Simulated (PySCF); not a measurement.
**B97M-D3(BJ)/Sapporo-DZP (density fitting with def2-universal-jkfit, max memory mb 1860) run of Cl2 (chlorine)**

We compute a structure relaxation of Cl2 (chlorine). Input form: a Python script.

The results are computed with PySCF 2.14.0.

## (1) Starting point

Cl2: 2 atoms, total charge 0, spin state singlet. As SMILES, `ClCl`. Geometry: relaxed at GFN2-xTB. The run starts from this shape.

Bond lengths: Cl1–Cl2 2.016 Å.

## (2) A geometry optimisation at B97M-D3(BJ)/Sapporo-DZP (density fitting with def2-universal-jkfit, max memory mb 1860)

mol.sdf

```

     RDKit          3D

  2  1  0  0  0  0  0  0  0  0999 V2000
    0.8599   -0.2863    0.4409 Cl  0  0  0  0  0  0  0  0  0  0  0  0
   -0.8599    0.2863   -0.4409 Cl  0  0  0  0  0  0  0  0  0  0  0  0
  2  1  1  0
M  END
$$$$
```

run.py

```python
from pyscf import gto, dft
from pyscf.geomopt.geometric_solver import kernel as optimise
from rdkit import Chem

rd = Chem.MolFromMolFile('mol.sdf', removeHs=False, sanitize=False)
xyz = rd.GetConformer().GetPositions()
geom = [(a.GetSymbol(), tuple(x)) for a, x in zip(rd.GetAtoms(), xyz)]
for s, x in geom:
    print('%-2s %12.6f %12.6f %12.6f' % (s, *x))

mol = gto.Mole()
mol.atom = geom
mol.verbose = 3
mol.charge = 0
mol.max_memory = 1860
mol.basis = 'sapporo-dzp'
mol.build()

mf = dft.RKS(mol)
mf.xc = 'b97m-d3bj'
mf = mf.density_fit(auxbasis='def2-universal-jkfit')
mf.diis_space = 16
converged, mol_eq = optimise(mf, maxsteps=100, convergence_set='GAU_TIGHT')
print('converged:', converged)
print(mol_eq.tostring())

mf.reset(mol_eq)
mol = mol_eq
mf.kernel()
energy = mf.e_tot
print(f'total energy: {energy:.8f} hartree')
```

Started as:

```sh
$ OMP_NUM_THREADS=1 python run.py
```

What values should one expect? Wanted: total energy at the end; dipole moment; HOMO energy; LUMO energy; HOMO–LUMO gap; bond length; dispersion energy.

Answer, from the run:

At B97M-D3(BJ)/Sapporo-DZP (density fitting with def2-universal-jkfit, max memory mb 1860):

| quantity | value |
| --- | --- |
| total energy at the end | -920.21416 Eh |
| dipole moment | 0.00 D |
| HOMO energy | -7.82 eV |
| LUMO energy | -4.24 eV |
| HOMO–LUMO gap | 3.57 eV |
| bond length | 2.006 Å |
| dispersion energy | -14.43 kJ/mol |

**Reading.** At the final geometry: Bond lengths: Cl1–Cl2 2.006 Å. The optimisation took 4 steps and changed the energy by -0.001 eV.
